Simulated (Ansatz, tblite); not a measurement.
# The cluster Al2N+: a ladder of methods and basis sets

An exercise on one series of results from a longer session: the logs are not shown, and one member is left open.

Method: as each input shows; program: Ansatz 0.2.0, Gaussian basis.

The runs, in order: GFN1-xTB, GFN2-xTB, PBE-D4/def2-TZVP, r2SCAN-D4/def2-TZVP, B97M-V/def2-TZVP, ωB97M-V/def2-TZVP, revPBE-D4/def2-TZVP, B3LYP-D4/def2-TZVP, LDA/def2-TZVP, PBE-D4/def2-SVP, PBE0-D4/def2-SVP, HF/STO-3G, CCSD(T)/def2-TZVPP, MP2/def2-TZVP, RPA/def2-TZVP.

1 further run of the same task is left out (set aside as unsound or not needed).

### The structure

The geometry is that of the singlet, from an earlier relaxation (PBE0-D4/def2-TZVP). At that level it is the lowest of the isomers that a small search found.

3 atoms, charge 1, spin multiplicity 1.

Bond lengths: Al1–N3 1.700 Å, Al2–N3 1.700 Å. Angles: Al1–N3–Al2 179.9°.

Coordinates:

```xyz
3

Al    1.1263    0.6370    1.1030
Al   -1.1271   -0.6370   -1.1022
N     0.0008   -0.0001   -0.0008
```

The ion is computed in the gas phase, without counter-ions or solvent.

PBE0-D4/def2-TZVP was run before; its log isn't repeated, and its numbers join the tables.

Set-up of the first run:

Tight binding, by tblite at 300 K electronic temperature and without a spin-polarisation term:

```python
tblite.interface.Calculator('GFN1-xTB', numbers, positions, charge=1, uhf=0).singlepoint()
```

Tight binding, by tblite at 300 K electronic temperature and without a spin-polarisation term:

```python
tblite.interface.Calculator('GFN2-xTB', numbers, positions, charge=1, uhf=0).singlepoint()
```

start.molden holds the orbitals of an earlier run on this state, given as this run's starting guess.

in.yaml reads:

```yaml
crystal:
  periodic: [false, false, false]
  atoms:
    - {symbol: Al, position_ang: [1.126345, 0.637038, 1.102972]}
    - {symbol: Al, position_ang: [-1.127136, -0.636973, -1.102199]}
    - {symbol: N, position_ang: [0.000791, -0.000055, -0.000783]}
basis:
  gaussian: {orbitals: def2-TZVP, initial_orbitals: start.molden}
total_charge: 1
hamiltonian: {xc: pbe, dispersion: d4}
scf: {omitted_lower_state_checks: [starts]}
output: {forces: true, orbitals: {seedname: orbitals}}
```

Started as:

```console
> ansatz run in.yaml --threads 4 --pin off --events-out ev --progress --plain --max-ram 3916MiB
```

Among the steps run: PBE-D4/def2-TZVP; r2SCAN-D4/def2-TZVP; B97M-V/def2-TZVP; ωB97M-V/def2-TZVP; revPBE-D4/def2-TZVP; B3LYP-D4/def2-TZVP; LDA/def2-TZVP; PBE-D4/def2-SVP; PBE0-D4/def2-SVP; HF/STO-3G; CCSD(T)/def2-TZVPP; MP2/def2-TZVP; RPA/def2-TZVP.

One of the session's tables, all rows but one given; the rest of the session is left out.

```
              level  HOMO (eV)  LUMO (eV)  gap (eV)
          HF/STO-3G     -10.40      -2.54      7.86
      LDA/def2-TZVP     -11.63     -10.54      1.08
    PBE-D4/def2-SVP     -11.48     -10.43      1.05
   PBE-D4/def2-TZVP     -11.47     -10.41      1.06
revPBE-D4/def2-TZVP     -11.41     -10.36      1.06
r2SCAN-D4/def2-TZVP          ?          ?         ?
   B97M-V/def2-TZVP     -11.50     -10.39      1.11
 B3LYP-D4/def2-TZVP     -11.97     -10.04      1.93
   PBE0-D4/def2-SVP     -11.97      -9.92      2.06
  PBE0-D4/def2-TZVP     -12.02      -9.90      2.12
  ωB97M-V/def2-TZVP     -13.44      -8.33      5.11
```

Estimate the missing values for r2SCAN-D4/def2-TZVP.

The run gave: HOMO (eV): -11.56; LUMO (eV): -10.43; gap (eV): 1.13. In the column «HOMO (eV)» it lies between LDA/def2-TZVP (-11.63) and B97M-V/def2-TZVP (-11.50).
